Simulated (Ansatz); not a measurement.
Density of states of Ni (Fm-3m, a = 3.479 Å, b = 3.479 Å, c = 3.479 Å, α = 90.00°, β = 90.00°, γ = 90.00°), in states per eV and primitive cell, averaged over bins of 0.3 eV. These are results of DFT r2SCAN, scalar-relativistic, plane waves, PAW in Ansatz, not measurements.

Plane waves to 500 eV, a k mesh through Γ of 20×20×20 on the computed 1-atom cell and Gaussian smearing (0.10 eV); collinear spin from starting moments 0.9 μB.

The cell is relaxed at this level. The states (both spins) are summed by tetrahedra on a 30×30×30 mesh at the self-consistent density. Energies are bin centres; the table starts no lower than −8 eV and ends at 6 eV, or lower where the solved bands end.

It is a metal at this level.

```tsv
E − E_F (eV)	total	Ni 3d down	Ni 3d up	Ni 4s up	Ni 4s down
-7.90	0.10	0.00	0.00	0.05	0.05
-7.60	0.11	0.00	0.00	0.05	0.05
-7.30	0.13	0.00	0.00	0.06	0.06
-7.00	0.14	0.01	0.01	0.06	0.06
-6.70	0.16	0.01	0.01	0.07	0.07
-6.40	0.19	0.01	0.02	0.08	0.07
-6.10	0.22	0.02	0.03	0.09	0.08
-5.80	0.29	0.03	0.07	0.10	0.09
-5.50	0.46	0.05	0.20	0.12	0.09
-5.20	0.73	0.08	0.41	0.13	0.10
-4.90	1.10	0.24	0.62	0.10	0.12
-4.60	1.38	0.32	0.87	0.06	0.11
-4.30	1.35	0.36	0.84	0.03	0.09
-4.00	1.32	0.45	0.75	0.01	0.06
-3.70	1.58	0.58	0.89	0.02	0.03
-3.40	1.88	0.72	1.05	0.04	0.01
-3.10	2.16	0.73	1.30	0.04	0.01
-2.80	2.20	0.62	1.48	0.03	0.01
-2.50	1.96	0.93	0.91	0.02	0.03
-2.20	2.24	1.18	0.91	0.02	0.05
-1.90	2.63	1.18	1.31	0.02	0.05
-1.60	2.67	1.29	1.27	0.02	0.03
-1.30	3.02	1.03	1.91	0.02	0.02
-1.00	2.07	1.14	0.87	0.03	0.02
-0.70	1.05	0.87	0.12	0.04	0.01
-0.40	0.98	0.81	0.10	0.04	0.01
-0.10	1.05	0.89	0.08	0.05	0.01
0.20	1.58	1.42	0.07	0.05	0.02
0.50	0.80	0.63	0.06	0.05	0.03
0.80	0.32	0.14	0.05	0.05	0.04
1.10	0.30	0.11	0.04	0.05	0.04
1.40	0.29	0.10	0.04	0.05	0.04
1.70	0.28	0.08	0.03	0.05	0.05
2.00	0.27	0.07	0.03	0.05	0.05
2.30	0.26	0.06	0.02	0.05	0.04
2.60	0.25	0.05	0.02	0.04	0.04
2.90	0.24	0.04	0.02	0.04	0.04
3.20	0.23	0.04	0.02	0.03	0.04
3.50	0.22	0.03	0.01	0.03	0.03
3.80	0.20	0.03	0.01	0.03	0.03
4.10	0.19	0.02	0.01	0.02	0.03
4.40	0.18	0.02	0.01	0.02	0.02
4.70	0.16	0.01	0.01	0.02	0.02
5.00	0.14	0.01	0.01	0.01	0.02
5.30	0.13	0.01	0.00	0.01	0.01
5.60	0.11	0.01	0.00	0.01	0.01
```

The columns after the total are the Löwdin projections on the occupied valence shells of the potentials. The rest of the total lies in shells that are empty in the free atom, which aren't projected, and between the atoms.

The state reached may not be the lowest one.

Only this magnetic start was tried.

Cost: 1 run of about 0.51 core-minutes, on Arm Neoverse V1 (shared hosts).